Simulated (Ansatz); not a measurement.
1T (CdI2-type) HfTe2 (structure not from a measured cell)

Method: LDA (plane waves, PAW; Ansatz, a program for electronic structure).

Cell: relaxed at this level.

For 1T (CdI2-type) HfTe2 (structure not from a measured cell), the interlayer binding energy comes out as 18.5 meV/Å². The layer repeat distance is 6.500 Å and the gap between the layers is 2.956 Å.

Note: the relaxation could not lower the start's symmetry, so the cell can be a saddle point above a distorted one.

Spin–orbit coupling is not included.

Computed values are for the static lattice.

Cost on a shared machine: about 4 core-minutes (a rough figure).
